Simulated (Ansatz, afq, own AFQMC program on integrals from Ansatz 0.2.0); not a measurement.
## GeH₃, doublet: AFQMC among the cluster methods

```xyz
4

Ge    0.0024   -0.0040   -0.0202
H     1.4674    0.0129    0.4511
H    -0.9253    1.5594    0.5589
H    -0.7168   -1.2818    0.4473
```

Basis 6-31G. Only valence electrons are correlated. AFQMC by an in-house program on the Cholesky factors that Ansatz 0.2.0 writes for its CCSD(T) run. The CISD trial takes its coefficients from CCSD amplitudes. Released means that phaseless walkers are propagated on without the constraint, phases kept. Free projection: walkers drawn from exp(T), propagated without any constraint. Its projection time is finite, and what remains of the start isn't in its error. Uncertainties: one standard error, sampling alone. No spin–orbit coupling.

Determinant: UHF, the one that the program's search chose, which needn't be the lowest solution. The geometry is a point of a scan.

Full CI on the same integrals is exact in this basis and with this determinant's frozen core.

Cautions: no relativity below Rb; no spin-orbit coupling; inner d shell frozen.

- T1 diagnostic: 0.0111
- weight of the determinant in the CISD state: 0.933
- ⟨S²⟩ of the determinant: 0.753
- size of the correlated space: 7 electrons in 21 orbitals

```tsv
level	correlation energy (eV)
MP2	-1.4338
CCSD	-2.0630
CCSD(T)	-2.0943
```

(1) Estimate where free-projection AFQMC lies against CCSD(T) on the same integrals.

(1) 13.8 ± 0.5 meV below CCSD(T).

Reference: full CI, correlation energy -2.108 eV. The released energy is read at 2.40 1/Eh (meV from the phaseless value at times in 1/Eh: -0.8 ± 1.2 at 0.24, -0.9 ± 1.1 at 0.51, -1.9 ± 0.7 at 0.99, -1.9 ± 0.7 at 1.62, -2.6 ± 0.6 at 2.40).

```tsv
level	E − E(reference) (meV)	share of correlation (%)
CCSD(T)	13.9	99.34
ph-AFQMC/HF	36.8 ± 16.1	98.25
ph-AFQMC/CISD	2.5 ± 1.4	99.88
released AFQMC	0.0 ± 0.6	100.00
free AFQMC	0.1 ± 0.5	100.00
```

Free projections are given only where their last times agree within the noise and don't stop above the reference; a slow remainder of the start can still hide under it. A walk keeps the symmetry of its determinant, which the program's search chose and which needn't be the lowest solution, so a lower state of the same spin and another symmetry isn't excluded. Released energies are given only where the last usable release times agree within the noise; a slower fall can still hide under it.
